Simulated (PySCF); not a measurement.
Molecule: `FC[SiH3]`, CH₅FSi.

Molfile (atoms numbered from 1):
```
CH5FSi
     RDKit          3D

  8  7  0  0  0  0  0  0  0  0999 V2000
    1.6444    0.1668   -1.0376 F   0  0  0  0  0  0  0  0  0  0  0  0
    0.9848   -0.0676    0.1510 C   0  0  0  0  0  0  0  0  0  0  0  0
   -0.8948    0.0347   -0.1213 Si  0  0  0  0  0  4  0  0  0  0  0  0
    1.2736   -1.0623    0.5355 H   0  0  0  0  0  0  0  0  0  0  0  0
    1.3113    0.6773    0.8987 H   0  0  0  0  0  0  0  0  0  0  0  0
   -1.2603    1.3979   -0.6053 H   0  0  0  0  0  0  0  0  0  0  0  0
   -1.3171   -0.9786   -1.1313 H   0  0  0  0  0  0  0  0  0  0  0  0
   -1.5856   -0.2349    1.1774 H   0  0  0  0  0  0  0  0  0  0  0  0
  1  2  1  0
  2  3  1  0
  2  4  1  0
  2  5  1  0
  3  6  1  0
  3  7  1  0
  3  8  1  0
M  END
```

Geometry PBE0-D3(BJ)/def2-SVP throughout; GIAO in PySCF, gas phase, one conformer, non-relativistic; equivalent atoms averaged; basis pcSseg-2.

Question: How do the absolute shieldings σ depend on the functional? (ppm; last column core-seconds on shared hosts with different chips, so compare them loosely; the GGAs took longer than the global hybrids here, which isn't the general rule, and the cause wasn't traced)

Answer: 
```csv
functional,kind,F1,C2,Si3,H4/H5,H6/H7/H8,core-s
HF,Hartree–Fock,493.8,123.4,445.7,27.40,27.88,5.3
LDA,LDA,461.2,98.9,387.2,25.76,26.61,13
PBE,GGA,452.2,100.0,401.3,26.30,27.17,13
BLYP,GGA,449.3,94.6,389.0,26.53,27.43,15
BP86,GGA,453.7,100.2,399.4,26.39,27.23,16
OPBE,GGA,451.5,107.8,425.3,26.39,27.25,17
KT2,GGA,449.5,105.5,427.5,26.34,27.22,17
KT3,GGA,445.7,104.9,429.8,26.58,27.53,16
B97-D,GGA,452.3,101.1,410.5,26.60,27.50,17
B3LYP,global hybrid,461.9,101.5,399.6,26.70,27.48,10
PBE0,global hybrid,466.6,108.2,413.7,26.58,27.29,8.6
mPW1PW91,global hybrid,466.4,107.6,411.7,26.65,27.36,12
WP04,global hybrid,453.8,93.0,393.6,27.19,28.16,8.7
B97-2,global hybrid,463.4,107.9,418.0,26.72,27.48,8.5
BHandHLYP,global hybrid,476.2,110.1,415.6,26.94,27.60,8.6
CAM-B3LYP,range-separated hybrid,471.0,105.1,403.5,26.66,27.41,11
wB97X-D,range-separated hybrid,470.1,108.9,412.7,26.77,27.41,11
LC-wPBE,range-separated hybrid,478.3,111.7,416.5,26.69,27.41,14
```

Question: Which nucleus moves most, in ppm?

Answer: Si3 (silicon bonded to C, 3 H): from 387.2 ppm with LDA to 445.7 ppm with HF. The smallest spread is 1.55 ppm, at H6/H7/H8. Proton shifts span only some 12 ppm, so a few tenths of a ppm matter as much there as several ppm in carbon.
